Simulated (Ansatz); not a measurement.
Energy needed to pull apart CH$_{4}$AlN (SMILES [CH2]1[NH][AlH]1), singlet, into free ground-state atoms, from the structure below (displaced at random from a GFN2-xTB minimum); no zero-point or spin–orbit terms; open-shell atoms are treated unrestricted, in their ground-state multiplicity.

C1  (-0.532, -0.011, -0.664)
N2  (-0.197, 0.476, 0.858)
Al3  (1.150, -0.511, 0.223)
H4  (-1.376, -0.658, -0.732)
H5  (-0.540, 0.834, -1.367)
H6  (-0.892, 1.025, 1.347)
H7  (2.654, -1.245, 0.432)
(Å)

Ansatz 0.2.0; basis: def2-TZVPP; cores frozen in the correlated methods.

```json
{"method": "PBE-D4", "atomization energy (kcal/mol)": "545.8"}
{"method": "r2SCAN-D4", "atomization energy (kcal/mol)": "533.0"}
{"method": "PBE0-D4", "atomization energy (kcal/mol)": "531.1"}
{"method": "BHLYP-D4", "atomization energy (kcal/mol)": "?"}
{"method": "LC-wPBE", "atomization energy (kcal/mol)": "530.5"}
{"method": "wB97M-V", "atomization energy (kcal/mol)": "?"}
{"method": "HF", "atomization energy (kcal/mol)": "355.5"}
{"method": "MP2", "atomization energy (kcal/mol)": "523.4"}
{"method": "CCSD", "atomization energy (kcal/mol)": "505.5"}
{"method": "CCSD(T)", "atomization energy (kcal/mol)": "515.8"}
```

What does wB97M-V give? (An estimate is asked for; the value comes from the calculation.)

By the calculation: 534.6 kcal/mol, which is about 18.8 kcal/mol more than CCSD(T)/def2-TZVPP.

What does BHLYP-D4 give? (An estimate is asked for; the value comes from the calculation.)

Computed: 511.8 kcal/mol, which is about 4.0 kcal/mol less than CCSD(T)/def2-TZVPP.

In triple zeta the MP2 and coupled-cluster atomization energies are still short of their basis limit by a few kcal/mol a bond, whereas those of the functionals are nearly converged, so these differences are not deviations from converged CCSD(T).

T1 diagnostic: at most 0.017.

For scale, one of the runs: CCSD(T)/def2-TZVPP forces, 160 basis functions (an equivalent command: `ansatz run in.yaml --threads 4`). The run took 35 s on 4 CPU threads (shared host), with 2.2 GiB of host memory at its peak.
